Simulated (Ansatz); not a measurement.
Born–Oppenheimer molecular dynamics of FH7Si2 (10 atoms, charge 0, multiplicity 1). It starts from a rough guess of a transition structure, not a stationary point.

Level of theory: UKS PBE0-D4/6-31G* (Ansatz 0.2.0).

```
ensemble                      : NVE (velocity Verlet)
time step                     : 0.5 fs
steps asked                   : 150
starting velocities drawn for : 1000 K
seed                          : 899546
```

First frame:

```xyz
10
Properties=species:S:1:pos:R:3
Si -0.869 -0.049 -0.255
H -0.797 -1.912 -0.458
H -1.527 0.619 -1.367
H -1.989 -0.234 0.695
Si 0.944 0.829 0.857
H -0.178 -1.671 -1.177
F 0.353 -0.716 -1.696
H 0.472 1.651 1.975
H 1.821 -0.206 1.414
H 1.772 1.690 0.012
```

**Question.** How far do the bonds stretch over the last three quarters of this one trajectory? (Pairs bonded in most of those frames.)

**Answer.** 
```csv
bond,mean (Å),spread (Å),shortest,longest
Si1–H3,1.501,0.053,1.42,1.59
Si1–H4,1.527,0.067,1.41,1.66
Si1–Si5,2.355,0.068,2.27,2.46
Si1–F7,1.624,0.104,1.48,1.80
H2–H6,0.757,0.049,0.68,0.82
Si5–H8,1.518,0.105,1.36,1.66
Si5–H9,1.495,0.026,1.45,1.54
Si5–H10,1.504,0.078,1.39,1.61
```

Mean temperature of the second half: 2666 K. The conserved energy stayed within 0.45 meV per atom of its start (net change 0.12 meV per atom), so the integration is sound. The kinetic energy rose, since the run started high on the potential surface and went downhill. It ends in pieces (FH5Si2 + H2), so much of that is their flight and rotation, not heat. A run of 0.075 ps of so small a system gives no equilibrium averages. The orbitals stay closed-shell, which can raise the energy where a bond breaks towards radicals; this wasn't checked here.

Time of the run: 7.6 min on 1 thread of Arm Neoverse V2, on a shared host, peak memory 0.17 GiB.
